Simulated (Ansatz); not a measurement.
One starting cell of GaAs (a generated cell, GaAs placed in the zincblende structure type) was relaxed twice with Ansatz (plane waves, PAW, scalar-relativistic): with r2SCAN at 500 eV and with PBE at 420 eV. The r2SCAN result:

```xyz
2
Lattice="0.0000 2.8326 2.8326 2.8326 0.0000 2.8326 2.8326 2.8326 0.0000" Properties=species:S:1:pos:R:3 pbc="T T T"
As     4.2489     4.2489     4.2489
Ga     0.0000     0.0000     0.0000
```

| quantity | r2SCAN | PBE |
|---|---|---|
| space group | F-43m | F-43m |
| volume (Å³/atom) | 22.73 | [?] |
| a (Å) | 5.665 | [?] |
| gap (eV, no spin-orbit coupling) | 0.97 | [?] |
| highest phonon at the sampled q (cm⁻¹) | 265 | [?] |
| softest mode (cm⁻¹) | no imaginary mode | [?] |

Q: Fill in the PBE column.

A: 
- volume (Å³/atom), PBE: 23.71
- a (Å), PBE: 5.746
- gap (eV, no spin-orbit coupling), PBE: 0.16
- highest phonon at the sampled q (cm⁻¹), PBE: 250
- softest mode (cm⁻¹), PBE: no imaginary mode

Both levels end in the same structure; PBE's volume is 4.3 % larger; its gap is 0.81 eV smaller. Neither column is exact.

No spin polarisation in the result.

Measured for GaAs: a 5.64 Å (static lattice; corrected from measurement; as listed in Daniel Mejia-Rodriguez, S. B. Trickey, Phys. Rev. B (2018)); gap 1.57 eV (static lattice; corrected from measurement; as listed in Wei Chen et al., Physical Review Materials (2018)). Computed minus measured — a: r2SCAN +0.4 %, PBE +1.9 %; gap: r2SCAN -0.60 eV, PBE -1.41 eV. The computed values are for a static lattice, and a measured gap can be an optical one, lowered by exciton binding.

The run could not lose the symmetry of its start; a randomly shaken copy of 2 atoms returns to this structure.

All atoms sit on sites fixed by symmetry, so only the cell could relax.

Ansatz is a program for electronic structure.
